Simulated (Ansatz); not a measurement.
## Match the barriers

Saddle point of AlNH$_{8}$O, singlet (AlH₃ + H₂O + NH₃ → AlNH₄ ([NH2][AlH2]) + H₂O + H₂; bonds formed: H2–H7, H5–O8; dative contacts that become bonds: Al1–N6; bonds broken: Al1–H2, H5–N6, H7–O8), PBE0-D4/def2-TZVP structure:

```
11
angstrom
Al -0.4444 -1.2456 -0.2679
H 1.0825 -1.0510 0.6226
H 0.0046 -2.0877 -1.5379
H -1.4211 -1.7948 0.8615
H 0.3073 1.1457 0.0722
N -0.7808 0.5854 -0.6423
H 1.2171 -0.1114 0.6860
O 1.2769 1.1996 0.6280
H -0.7150 0.8488 -1.6188
H -1.6723 0.9271 -0.3031
H 1.1452 1.5841 1.4995
```

Computed with Ansatz 0.2.0 (basis: def2-TZVPP, with def2-QZVPP for the basis limit); correlated methods freeze the cores. B3LYP uses VWN-RPA correlation. Extrapolation: Hartree–Fock as exp(−7.88 √X), correlation as X^−2.97. Four methods, as single points on the PBE0-D4 structures, gave these electronic barriers from the start structure: 21.39, 24.96, 28.72, 42.71 kcal/mol.

**Question.** The methods were, in alphabetical order, B3LYP-D4, BLYP-D4, CCSD(T), HF. Which gave which? (Judge from chemistry; the calculation decides.)

**Answer.** By the calculation: BLYP-D4 21.39; B3LYP-D4 24.96; CCSD(T) 28.72; HF 42.71 kcal/mol. For comparison, CCSD(T) at an estimated basis limit (MP2 extrapolated from triple and quadruple zeta, plus CCSD(T) − MP2 in triple zeta) gives 28.27 kcal/mol.

The T1 diagnostic stays at or below 0.011.

The step is the kind of exchange with an N–H group that builds nitride films in atomic layer and chemical vapour deposition.

Labels in which every atom is bracketed show which atoms are joined, not bond orders.

For scale, one of the runs: CCSD(T)/def2-TZVPP, 216 basis functions, launched by `ansatz run in.yaml --threads 4 --pin off --events-out ev --progress --plain --max-ram 9574MiB`. The run took 24 s on 4 CPU threads of an Intel Xeon Platinum 8375C (shared host), with 3.2 GiB of host memory at its peak.
